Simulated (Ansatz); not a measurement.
Abridged output of a molecular run in Ansatz:

```
Functional definition: HF
  name "HF"
  cite "Fock, Z. Phys. 61, 126 (1930) doi:10.1007/BF01340294"
  parent pbe
  exchange = exact_x
  correlation = 0
these checks for a lower state are left out or cut short: cluster_reference
624 factors; integrals over basis functions are off by at most 1.5e-3 eV
mean field evaluation 1: about -3796.4595 eV, gradient 1.9e1 eV
mean field evaluation 2: about -3796.5410 eV, gradient 1.9e1 eV
mean field evaluation 4: about -3798.6437 eV, gradient 3.0e0 eV
mean field evaluation 8: about -3798.7389 eV, gradient 3.9e-1 eV
mean field evaluation 16: about -3798.7429 eV, gradient 2.7e-6 eV
mean field -3798.74291931 eV, -139.6012274043 hartree, gradient 2.7e-6 eV, S^2 0.753799; 0 other end points of the search recorded, 0 dependent functions left out
3 core orbitals not correlated: weight in the atoms' cores, before any rotation towards them, 1.000 or more for the frozen orbitals, at most 0.000 for the correlated occupied ones
reference -3798.74291931 eV, -139.6012274043 hartree; 9, 8 occupied and 50, 51 virtual orbitals, 624 factors
second order -10.62776282 eV of doubles, -0.00000000 eV of singles
cycle   1  -11.08364038 eV  change   -4.6e-1 eV  update   8.3e-2
cycle   2  -11.40311108 eV  change   -3.2e-1 eV  update   2.5e-2
cycle   3  -11.49590742 eV  change   -9.3e-2 eV  update   1.6e-2
cycle   4  -11.49210734 eV  change    3.8e-3 eV  update   5.1e-3
cycle   5  -11.49156811 eV  change    5.4e-4 eV  update   2.0e-3
cycle   6  -11.49156827 eV  change   -1.6e-7 eV  update   6.2e-4
cycle   7  -11.49146730 eV  change    1.0e-4 eV  update   2.3e-4
cycle   8  -11.49154269 eV  change   -7.5e-5 eV  update   9.4e-5
cycle   9  -11.49155919 eV  change   -1.6e-5 eV  update   3.3e-5
cycle  10  -11.49155472 eV  change    4.5e-6 eV  update   1.0e-5
perturbative correction -0.30158620 eV, -0.0110830885 hartree
Total energy: -3810.53606023 eV, -140.0346173395 hartree
Checks for a lower state left out: cluster_reference
```

Its atoms:

Cartesian coordinates in Å:
```
B 0.028 1.680 0.003
O -0.426 0.594 0.598
C -0.136 -0.734 0.167
H 0.741 1.683 -0.972
H 0.510 -0.726 -0.715
H 0.359 -1.261 0.984
H -1.076 -1.235 -0.065
```

Task: Which basis set was used?
A. def2-SVP
B. def2-TZVPP
C. def2-SVPD
D. cc-pV(Q+d)Z

Result: A. It gives 62 functions.

Task: Write the keys of the input that set method, charge and spin (a neutral closed shell needs none for the last two).

Result: 
```yaml
magnetization: {spin_polarized: true, initial_magnetization: 1}
correlation: {method: ccsd_t}
scf: {omitted_lower_state_checks: [cluster_reference]}
```
